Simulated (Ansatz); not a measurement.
Geometry optimisation, Ansatz 0.2.0, RKS r2SCAN-D4/def2-SVP.

Input file:

```yaml
crystal:
  periodic: [false, false, false]
  atoms:
    - { symbol: B, position_ang: [0.0, 0.0, 0.0] }
    - { symbol: O, position_ang: [0.0, 0.0, 1.41] }
    - { symbol: H, position_ang: [-0.9095, -0.2814, 1.7471] }
    - { symbol: F, position_ang: [1.1431, 0.0, -0.66] }
    - { symbol: H, position_ang: [-1.0305, 0.0, -0.595] }
basis:
  gaussian: { orbitals: def2-SVP }
hamiltonian:
  xc: r2scan
  dispersion: d4
relax:
  f_tol: 0.02
  max_steps: 40
```

Run as:

```bash
$ ansatz run input.yaml --threads 1 --pin off --max-ram 2048MiB --backend cpu --events-out ev --progress --plain --runs-dir out
```

Q: Where does it end, and by what steps?

A: The run converged. After 5 steps the energy has fallen by 0.180 eV; O2 moved furthest, 0.12 Å.

| step | energy less start (eV) | largest force component (eV/Å) | accepted |
| --- | --- | --- | --- |
| 0 | 0.0000 | 2.292 | yes |
| 1 | -0.1187 | 1.623 | yes |
| 2 | -0.1497 | 1.322 | yes |
| 3 | -0.1777 | 0.280 | yes |
| 4 | -0.1790 | 0.260 | yes |
| 5 | -0.1802 | 0.008 | yes |

```xyz
5
Properties=species:S:1:pos:R:3
B -0.025 -0.028 0.020
O 0.007 -0.113 1.364
H -0.872 -0.173 1.756
F 1.139 0.058 -0.610
H -1.045 -0.026 -0.628
```

The run took 14 s on 1 thread of Arm Neoverse V1, with other jobs on the host, peak memory 0.13 GiB.
